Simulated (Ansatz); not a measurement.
Z-matrix (Å, degrees):
```
C
C 1 1.530
H 1 1.092 2 111.9
H 1 1.093 2 109.7 3 -119.1
H 1 1.093 2 112.2 3 121.7
C 2 1.530 1 107.7 3 54.2
C 2 1.530 1 107.7 3 170.0
C 2 1.571 1 111.2 3 -67.9
H 6 1.092 2 111.9 1 170.0
H 6 1.093 2 112.2 1 -68.3
H 6 1.093 2 109.7 1 50.9
H 7 1.093 2 112.2 1 175.9
H 7 1.093 2 109.7 1 -64.9
H 7 1.092 2 111.9 1 54.2
C 8 1.530 2 111.2 1 47.8
C 8 1.530 2 111.2 1 167.8
C 8 1.530 2 111.2 1 -72.2
H 15 1.093 8 112.2 2 53.8
H 15 1.092 8 111.9 2 -67.9
H 15 1.093 8 109.7 2 173.0
H 16 1.093 8 112.2 2 53.8
H 16 1.093 8 109.7 2 173.0
H 16 1.092 8 111.9 2 -67.9
H 17 1.093 8 112.2 2 53.8
H 17 1.092 8 111.9 2 -67.9
H 17 1.093 8 109.7 2 173.0
```

Total charge 0; spin multiplicity 1.

(1) List the CAM-B3LYP/def2-TZVPP orbital energies in eV (Ansatz). (An estimate is asked.)

## Answers

(1) Ansatz gave: Occupied: -278.92, -278.91, -278.22, -278.22, -278.22, -278.22, -278.22, -278.22, -25.22, -23.23, -21.10, -21.10, -20.30, -20.30, -18.12, -15.66, -15.03, -14.03, -14.02, -13.65, -13.65, -12.65, -12.19, -12.19, -11.91, -11.62, -11.62, -11.26, -11.09, -11.09, -9.95, -9.95, -9.79. Lowest empty: 1.76, 2.71, 2.96, 2.96, 3.26, 3.34, 3.34, 3.62.
